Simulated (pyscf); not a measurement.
GeH₃• + H₂O → HO–GeH₃ + H•, a substitution at O (doublet surface; H–O broken, Ge–O formed). Single points on ωB97X-D3(BJ)/def2-SVP structures (PySCF, gas phase). MP2 and CC: frozen core, UHF for open shells. ΔMP2 is the change of the MP2 total energy from the triple- to the quadruple-zeta basis. Energies in kJ/mol from the separated reactants.

Small-basis levels: PySCF, no dispersion term, spherical d functions. AM1 to PM7: differences of heats of formation from MOPAC. Open shells are spin-unrestricted. 

```json
[
 {"level": "B3LYP/STO-3G", "barrier": "?", "reaction energy": "+37.8"},
 {"level": "B3LYP/3-21G", "barrier": "16.4", "reaction energy": "-0.7"},
 {"level": "B3LYP/LANL2DZ", "barrier": "98.7", "reaction energy": "+81.5"},
 {"level": "B3LYP/6-311+G**+LANL2DZ", "barrier": "?", "reaction energy": "+113.2"},
 {"level": "PBE/def2-SVP", "barrier": "89.3", "reaction energy": "+66.5"},
 {"level": "B3LYP/def2-SVP", "barrier": "115.5", "reaction energy": "+78.3"},
 {"level": "PM3", "barrier": "71.6", "reaction energy": "+112.2"},
 {"level": "CCSD(T)/def2-TZVPP + ΔMP2(QZVPP)", "barrier": "?", "reaction energy": "+81.5"}
]
```

### Question
What belongs in the gaps?

### Answer

- B3LYP/STO-3G, barrier: 44.2
- B3LYP/6-311+G**+LANL2DZ, barrier: 134.9
- CCSD(T)/def2-TZVPP + ΔMP2(QZVPP), barrier: 146.9

Against the last row the barrier runs from -130.5 (B3LYP/3-21G) to -12.0 kJ/mol (B3LYP/6-311+G**+LANL2DZ). At PM3 this geometry lies under one side, so the entry may be no barrier of that level: it is a single point on another level's saddle. CCSD(T)/def2-TZVPP + ΔMP2(QZVPP) has limits of its own. This is the saddle that the search found; another between the same sides may lie lower. The angle at the attacked O is 145°. The CCSD(T) − MP2 part came from Ansatz, without density fitting, on the same reference. The frozen core leaves the outer d or s,p core shells of the metals and heavy elements correlated in the MP2 and CC values, and def2-TZVPP describes them poorly, which can shift differences by a few kcal/mol. In the def2 sets elements up to Kr have no core potential.
